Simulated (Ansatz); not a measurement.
**Nudged elastic band run: H6N3P**

Input file:

```yaml
crystal:
  periodic: [false, false, false]
  atoms:
    - { symbol: "N", position_ang: [-1.058033, -0.112674, -1.124295] }
    - { symbol: P, position_ang: [0.572551, -0.091347, -0.585351] }
    - { symbol: "N", position_ang: [0.281706, -1.264269, 0.679236] }
    - { symbol: "N", position_ang: [0.850896, 1.189801, 0.52406] }
    - { symbol: H, position_ang: [-1.251243, 0.386444, -1.988126] }
    - { symbol: H, position_ang: [-1.798763, 0.005094, -0.431952] }
    - { symbol: H, position_ang: [1.117926, -1.403809, 1.246218] }
    - { symbol: H, position_ang: [0.003058, -2.163118, 0.28597] }
    - { symbol: H, position_ang: [0.16846, 1.342601, 1.267708] }
    - { symbol: H, position_ang: [1.196441, 2.060178, 0.129431] }
basis:
  gaussian: { orbitals: def2-SVP }
hamiltonian:
  xc: b3lyp
  dispersion: d4
neb:
  order_check: false
  images: 3
  f_tol: 0.05
  max_iterations: 60
  initial_path: idpp
  climbing: true
  final_atoms:
    - { symbol: "N", position_ang: [-1.06269059, -0.18419425, -1.17790923] }
    - { symbol: P, position_ang: [0.54536805, -0.05504848, -0.59353308] }
    - { symbol: "N", position_ang: [0.26733359, -1.21062285, 0.69959337] }
    - { symbol: "N", position_ang: [0.62613622, 1.34570148, 0.38950255] }
    - { symbol: H, position_ang: [-1.23289073, 0.32898724, -2.03957181] }
    - { symbol: H, position_ang: [-1.80491696, -0.00929605, -0.49815951] }
    - { symbol: H, position_ang: [1.11996795, -1.38204891, 1.2337803] }
    - { symbol: H, position_ang: [-0.05168754, -2.10441758, 0.32363934] }
    - { symbol: H, position_ang: [1.47750291, 1.89600883, 0.35044794] }
    - { symbol: H, position_ang: [0.1988761, 1.32383158, 1.31510913] }
```

Run as:

```bash
$ ansatz run input.yaml --threads 1 --pin off --max-ram 2048MiB --backend cpu --events-out ev --progress --plain --runs-dir out
```

Output, in part (warnings, iteration lines, the closing report on the highest movable image, with atoms numbered from 0):

```
NEB end point (image 0): max|allowed force component| = 6.360e-3 eV/Å (the criterion of neb.relax_end_points is 1.000e-2)
NEB end point (image 4): max|allowed force component| = 1.234e-2 eV/Å (the criterion of neb.relax_end_points is 1.000e-2)
NEB iter   1: max|band force component| = 1.803e0 eV/Å  barrier→ = 0.5925 eV  barrier← = 0.5643 eV  Δτ_max = 0.1384 Å  (124 SCF iters)
NEB iter   2: max|band force component| = 1.168e0 eV/Å  barrier→ = 0.4508 eV  barrier← = 0.4226 eV  Δτ_max = 0.1982 Å  (81 SCF iters)
NEB iter   3: max|band force component| = 2.838e-1 eV/Å  barrier→ = 0.3950 eV  barrier← = 0.3668 eV  CI = image 2  Δτ_max = 0.1314 Å  (79 SCF iters)
NEB iter   4: max|band force component| = 2.655e-1 eV/Å  barrier→ = 0.3793 eV  barrier← = 0.3511 eV  CI = image 2  Δτ_max = 0.0443 Å  (78 SCF iters)
NEB iter   5: max|band force component| = 1.341e-1 eV/Å  barrier→ = 0.3710 eV  barrier← = 0.3428 eV  CI = image 2  Δτ_max = 0.0573 Å  (77 SCF iters)
NEB iter   6: max|band force component| = 4.975e-2 eV/Å  barrier→ = 0.3684 eV  barrier← = 0.3402 eV  CI = image 2  Δτ_max = 0.0000 Å  (153 SCF iters)
Total energy: -13851.26694554 eV, -509.0246715226 hartree
Atom 0 at    -0.703967     0.010045    -1.348834 Å, force     0.018802    -0.014312    -0.010693 eV/Å
Atom 1 at     0.714491    -0.260016    -0.447479 Å, force     0.000753     0.021786     0.049537 eV/Å
Atom 2 at    -0.070967    -1.179130     0.842546 Å, force     0.025662    -0.037775    -0.003043 eV/Å
Atom 3 at     0.957510     1.227004     0.463041 Å, force    -0.009404    -0.016398    -0.036618 eV/Å
Atom 4 at    -0.603989     0.272584    -2.323143 Å, force    -0.017478    -0.006532    -0.004291 eV/Å
Atom 5 at    -1.537452     0.384774    -0.896628 Å, force    -0.000328     0.015022     0.007830 eV/Å
Atom 6 at     0.611688    -1.429544     1.563216 Å, force    -0.017011    -0.001609    -0.006775 eV/Å
Atom 7 at    -0.411991    -2.066258     0.462675 Å, force    -0.006392     0.007730    -0.007045 eV/Å
Atom 8 at     0.885223     1.076370     1.471839 Å, force    -0.006198     0.014399    -0.005881 eV/Å
Atom 9 at     0.242451     1.913072     0.215665 Å, force     0.011594     0.017689     0.016978 eV/Å
Dipole moment:    -0.312551    -0.034833     0.046328 e Å
```

The run converged. Another band between the same ends (5 images) ends at a top of the same energy, where a vibrational analysis finds 1 clearly imaginary mode. So few images can step over the top or miss a turn of the path.

Final band (atoms are numbered from 1 in the order of the input):

| image | path coordinate (Å) | energy (eV) | dihedral N1–P2–N4–H9 (°) |
| --- | --- | --- | --- |
| 0 | 0.00 | 0.00 | 45 |
| 1 | 0.83 | 0.17 | 76 |
| 2 | 1.65 | 0.37 | 116 |
| 3 | 2.59 | 0.16 | 165 |
| 4 | 3.53 | 0.03 | -143 |

Run time: 70 s on 1 thread of Arm Neoverse V1, with other jobs on the host, peak memory 0.18 GiB.
